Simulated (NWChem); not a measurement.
Program: NWChem. System: H2Si, charge 0, spin multiplicity 3, at a geometry optimised with UB3LYP/def2-SVP. The structure started from a generated list of species. Its SCF solution wasn't tested for a lower state. Level: ROCCSD(T)/def2-TZVP, 5 core orbitals frozen.

Input file:

```
start mol
memory heap 100 mb stack 700 mb global 1900 mb
geometry units angstroms nocenter noautoz
  Si     0.000000     0.000000    -0.095091
  H      1.286679     0.000000     0.665639
  H     -1.286679     0.000000     0.665639
  symmetry group C2v
end
basis spherical
  * library def2-tzvp
end
scf
  rohf
  nopen 2
  maxiter 100
  thresh 1e-7
  semidirect memsize 60000000 filesize 0
  # guess.movecs holds the orbitals of an unrestricted PBE0 run
  vectors input guess.movecs output mol.movecs
end
tce
  freeze core 5
  ccsd(t)
  2eorb
  2emet 13
  thresh 1e-6
  maxiter 100
  tilesize 24
end
task tce energy
```

NWChem printed:

```
             Northwest Computational Chemistry Package (NWChem) 7.3.0
             --------------------------------------------------------

                                NWChem Input Module
                                -------------------

 Scaling coordinates for geometry "geometry" by  1.889725989
 (inverse scale =  0.529177249)

 Turning off AUTOSYM since
 SYMMETRY directive was detected!

                             Geometry "geometry" -> ""
                             -------------------------

 Output coordinates in angstroms (scale by  1.889725989 to convert to a.u.)

  No.       Tag          Charge          X              Y              Z
 ---- ---------------- ---------- -------------- -------------- --------------
    1 Si                  14.0000     0.00000000     0.00000000    -0.09509100
    2 H                    1.0000     1.28667900     0.00000000     0.66563900
    3 H                    1.0000    -1.28667900     0.00000000     0.66563900

 Effective nuclear repulsion energy (a.u.)      10.1183610426

            Nuclear Dipole moment (a.u.)
            ----------------------------
        X                 Y               Z
 ---------------- ---------------- ----------------
     0.0000000000     0.0000000000     0.0000075589

      Symmetry information
      --------------------

 Group name             C2v
 Group number             16
 Group order               4
 No. of unique centers     2

      Symmetry unique atoms

     1    2


 Summary of "ao basis" -> "" (spherical)
 ------------------------------------------------------------------------------
       Tag                 Description            Shells   Functions and Types
 ---------------- ------------------------------  ------  ---------------------
 *                         def2-tzvp                  on all atoms

 Summary of "ao basis" -> "ao basis" (spherical)
 ------------------------------------------------------------------------------
       Tag                 Description            Shells   Functions and Types
 ---------------- ------------------------------  ------  ---------------------
 Si                        def2-tzvp                13       37   5s5p2d1f
 H                         def2-tzvp                 4        6   3s1p

                                 NWChem SCF Module
                                 -----------------

  ao basis        = "ao basis"
  functions       =    49
  atoms           =     3
  closed shells   =     7
  open shells     =     2
  charge          =   0.00
  wavefunction    = ROHF
  use symmetry    = T
  symmetry adapt  = T

 Summary of "ao basis" -> "ao basis" (spherical)
 ------------------------------------------------------------------------------
       Tag                 Description            Shells   Functions and Types
 ---------------- ------------------------------  ------  ---------------------
 Si                        def2-tzvp                13       37   5s5p2d1f
 H                         def2-tzvp                 4        6   3s1p

      Symmetry analysis of basis
      --------------------------

        a1         21
        a2          4
        b1         14
        b2         10

 Forming initial guess at       0.0s

      Symmetry analysis of molecular orbitals - initial
      -------------------------------------------------

  Numbering of irreducible representations:

     1 a1          2 a2          3 b1          4 b2

  Orbital symmetries:

     1 a1          2 a1          3 b2          4 a1          5 b1
     6 a1          7 b1          8 a1          9 b2         10 a1
    11 b1         12 a1         13 b1         14 a1         15 a2
    16 b2         17 a1         18 b2         19 b1

 Starting SCF solution at       0.0s

 ----------------------------------------------
         Quadratically convergent ROHF

 Convergence threshold     :          1.000E-07
 Maximum no. of iterations :          100
 Final Fock-matrix accuracy:          1.000E-09
 ----------------------------------------------

              iter       energy          gnorm     gmax       time
             ----- ------------------- --------- --------- --------
                 1     -289.9913845787  6.45D-01  4.09D-01      0.2
                 2     -290.0140752365  1.81D-01  1.16D-01      0.2
                 3     -290.0169737657  6.11D-02  2.01D-02      0.2
                 4     -290.0171675822  3.14D-03  1.83D-03      0.2
                 5     -290.0171730387  6.75D-06  4.62D-06      0.2
                 6     -290.0171730387  7.30D-09  2.61D-09      0.3

       Final ROHF results
       ------------------

         Total SCF energy =   -290.017173038677
      One-electron energy =   -421.884202355145
      Two-electron energy =    121.748668273891
 Nuclear repulsion energy =     10.118361042577

        Time for solution =      0.2s

       Symmetry analysis of molecular orbitals - final
       -----------------------------------------------

  Numbering of irreducible representations:

     1 a1          2 a2          3 b1          4 b2

  Orbital symmetries:

     1 a1          2 a1          3 b2          4 a1          5 b1
     6 a1          7 b1          8 a1          9 b2         10 a1
    11 b1         12 a1         13 b1         14 b2         15 a1
    16 a2         17 a1         18 b2         19 b1

             Final eigenvalues
             -----------------

              1
    1  -68.7930
    2   -6.1414
    3   -4.2468
    4   -4.2465
    5   -4.2459
    6   -0.6644
    7   -0.4975
    8   -0.1781
    9   -0.1020
   10    0.1465
   11    0.1578
   12    0.2623
   13    0.2769
   14    0.3082
   15    0.3209
   16    0.3437
   17    0.3522
   18    0.3559
   19    0.4475

                       ROHF Final Molecular Orbital Analysis
                       -------------------------------------

 Vector    7  Occ=2.000000D+00  E=-4.974760D-01  Symmetry=b1
              MO Center= -9.5D-16, -5.2D-16,  4.5D-01, r^2= 2.2D+00
   Bfn.  Coefficient  Atom+Function         Bfn.  Coefficient  Atom+Function
  ----- ------------  ---------------      ----- ------------  ---------------
    15      0.313818  1 Si px                39      0.229395  2 H  s
    45     -0.229395  3 H  s

 Vector    8  Occ=1.000000D+00  E=-1.781348D-01  Symmetry=a1
              MO Center= -3.7D-15, -1.2D-16, -6.2D-01, r^2= 1.9D+00
   Bfn.  Coefficient  Atom+Function         Bfn.  Coefficient  Atom+Function
  ----- ------------  ---------------      ----- ------------  ---------------
    17     -0.441296  1 Si pz                 5      0.428575  1 Si s
     4      0.384393  1 Si s                  3     -0.225786  1 Si s
    20     -0.212463  1 Si pz

 Vector    9  Occ=1.000000D+00  E=-1.019839D-01  Symmetry=b2
              MO Center= -9.9D-15, -9.8D-16, -1.7D-01, r^2= 2.5D+00
   Bfn.  Coefficient  Atom+Function         Bfn.  Coefficient  Atom+Function
  ----- ------------  ---------------      ----- ------------  ---------------
    16      0.553301  1 Si py                19      0.427740  1 Si py
     7     -0.160076  1 Si py                13      0.160538  1 Si py

 Vector   10  Occ=0.000000D+00  E= 1.464632D-01  Symmetry=a1
              MO Center=  2.3D-16,  5.6D-16,  1.4D-01, r^2= 5.4D+00
   Bfn.  Coefficient  Atom+Function         Bfn.  Coefficient  Atom+Function
  ----- ------------  ---------------      ----- ------------  ---------------
     5      1.831358  1 Si s                 40     -1.402419  2 H  s
    46     -1.402419  3 H  s                 20      1.265662  1 Si pz
     4      0.176272  1 Si s                  3     -0.160022  1 Si s

 Vector   11  Occ=0.000000D+00  E= 1.578021D-01  Symmetry=b1
              MO Center=  2.8D-15,  1.9D-29, -7.6D-01, r^2= 5.3D+00
   Bfn.  Coefficient  Atom+Function         Bfn.  Coefficient  Atom+Function
  ----- ------------  ---------------      ----- ------------  ---------------
    18      2.166034  1 Si px                40     -1.509060  2 H  s
    46      1.509060  3 H  s

 Vector   12  Occ=0.000000D+00  E= 2.623391D-01  Symmetry=a1
              MO Center= -2.8D-15, -2.2D-14,  1.1D+00, r^2= 4.5D+00
   Bfn.  Coefficient  Atom+Function         Bfn.  Coefficient  Atom+Function
  ----- ------------  ---------------      ----- ------------  ---------------
    40      0.853830  2 H  s                 46      0.853830  3 H  s
     4     -0.737581  1 Si s                 17     -0.582093  1 Si pz
    20      0.511849  1 Si pz                39     -0.446275  2 H  s
    45     -0.446275  3 H  s                 30     -0.231684  1 Si d  2
     3      0.178493  1 Si s

 center of mass
 --------------
 x =   0.00000000 y =   0.00000000 z =  -0.08308402

 moments of inertia (a.u.)
 ------------------
           3.885618081226           0.000000000000           0.000000000000
           0.000000000000          15.802241633604           0.000000000000
           0.000000000000           0.000000000000          11.916623552378

  Mulliken analysis of the total density
  --------------------------------------

    Atom       Charge   Shell Charges
 -----------   ------   -------------------------------------------------------
    1 Si  14    14.00   2.00  0.59  1.39  0.86  0.54  4.12  1.73  0.49  1.46  0.67  0.06  0.08  0.01
    2 H    1     1.00   0.23  0.54  0.22  0.01
    3 H    1     1.00   0.23  0.54  0.22  0.01

 Mulliken analysis of the open-shell density
 -------------------------------------------

    Atom       Charge   Shell Charges
 -----------   ------   -------------------------------------------------------
    1 Si  14     1.92   0.00  0.00 -0.01  0.15  0.17  0.03 -0.02  0.17  0.87  0.52  0.01  0.02  0.00
    2 H    1     0.04   0.01  0.02  0.00  0.00
    3 H    1     0.04   0.01  0.02  0.00  0.00

       Multipole analysis of the density wrt the origin
       ------------------------------------------------

     L   x y z        total         open         nuclear
     -   - - -        -----         ----         -------
     0   0 0 0     -0.000000     -2.000000     16.000000

     1   1 0 0      0.000000      0.000000      0.000000
     1   0 1 0      0.000000      0.000000      0.000000
     1   0 0 1     -0.049197      1.482850      0.000008

     2   2 0 0    -11.372207     -3.774184     11.824100
     2   1 1 0     -0.000000     -0.000000      0.000000
     2   1 0 1      0.000000     -0.000000      0.000000
     2   0 2 0    -12.404804     -7.092512      0.000000
     2   0 1 1     -0.000000     -0.000000      0.000000
     2   0 0 2    -11.233717     -6.134326      3.616569

                   NWChem Extensible Many-Electron Theory Module
                   ---------------------------------------------


            General Information
            -------------------
      Number of processors :     1
         Wavefunction type : Restricted open-shell Hartree-Fock
          No. of electrons :    16
           Alpha electrons :     9
            Beta electrons :     7
           No. of orbitals :    98
            Alpha orbitals :    49
             Beta orbitals :    49
        Alpha frozen cores :     5
         Beta frozen cores :     5
     Alpha frozen virtuals :     0
      Beta frozen virtuals :     0
         Spin multiplicity : triplet
    Number of AO functions :    49
       Number of AO shells :    21
        Use of symmetry is : on
      Symmetry adaption is : on
         Schwarz screening : 0.10D-09

          Correlation Information
          -----------------------
          Calculation type : Coupled-cluster singles & doubles w/ perturbation
   Perturbative correction : (T)
            Max iterations :      100
        Residual threshold : 0.10D-05
     T(0) DIIS level shift : 0.00D+00
     L(0) DIIS level shift : 0.00D+00
     T(1) DIIS level shift : 0.00D+00
     L(1) DIIS level shift : 0.00D+00
     T(R) DIIS level shift : 0.00D+00
     T(I) DIIS level shift : 0.00D+00
   CC-T/L Amplitude update :  5-th order DIIS
                I/O scheme : Global Array Library
        L-threshold :  0.10D-05
        EOM-threshold :  0.10D-05
 no EOMCCSD initial starts read in
 TCE RESTART OPTIONS
 SLICE:      F
 D4D5:       F
 quantumc:   F
 qrotation:  F
 pwtce:      F
 qducc:      F
 nacto:                         0
 nrotv:                         0
 nrot:                          0

            Memory Information
            ------------------
          Available GA space size is     249031998 doubles
          Available MA space size is     104853260 doubles

 Maximum block size supplied by input
 Maximum block size        24 doubles

 tile_dim =     16

 -------------------------------------------------

 Global array virtual files algorithm will be used

 Parallel file system coherency ......... OK

 4-electron integrals stored in orbital form

 v2    file size   =           302614
 4-index algorithm nr.  13 is used
 imaxsize =       30
 imaxsize ichop =        0


CCSD iterations
 ---------------------------------------------------------
 Iter          Residuum       Correlation     Cpu    Wall
 ---------------------------------------------------------
    1   0.0879464200097  -0.0905418147814     0.1     0.1
    2   0.0261826886687  -0.1039078315482     0.1     0.1
    3   0.0096847170700  -0.1069771727258     0.1     0.1
    4   0.0039577739209  -0.1079586531396     0.1     0.1
    5   0.0018381390447  -0.1082950709060     0.1     0.1
    6   0.0004368808930  -0.1085313334957     0.1     0.1
    7   0.0001701801115  -0.1085401190900     0.1     0.1
    8   0.0000969041230  -0.1085424223461     0.1     0.1
    9   0.0000522787434  -0.1085442074776     0.1     0.1
   10   0.0000311942541  -0.1085449828971     0.1     0.1
   11   0.0000047098279  -0.1085461362038     0.1     0.1
   12   0.0000016570362  -0.1085464185404     0.1     0.1
   13   0.0000007583683  -0.1085464855588     0.1     0.1
 -----------------------------------------------------------------
 Iterations converged
 CCSD correlation energy / hartree =        -0.108546485558801
 CCSD total energy / hartree       =      -290.125719524235649

 Singles contributions

 Doubles contributions
 CCSD(T)
 Using plain CCSD(T) code
             total no. of tasks          708
 total no. of tasks / no. procs          708
                         wl_min            1           1.0
                         wl_max         4096           4.0
        thresh for no. of tasks          708

 CCSD[T]  correction energy / hartree =        -0.003328502250989
 CCSD[T] correlation energy / hartree =        -0.111874987809790
 CCSD[T] total energy / hartree       =      -290.129048026486657
 CCSD(T)  correction energy / hartree =        -0.003238502308513
 CCSD(T) correlation energy / hartree =        -0.111784987867314
 CCSD(T) total energy / hartree       =      -290.128958026544183

 Task  times  cpu:        2.6s     wall:        2.6s

 Total times  cpu:        2.6s     wall:        2.6s
```
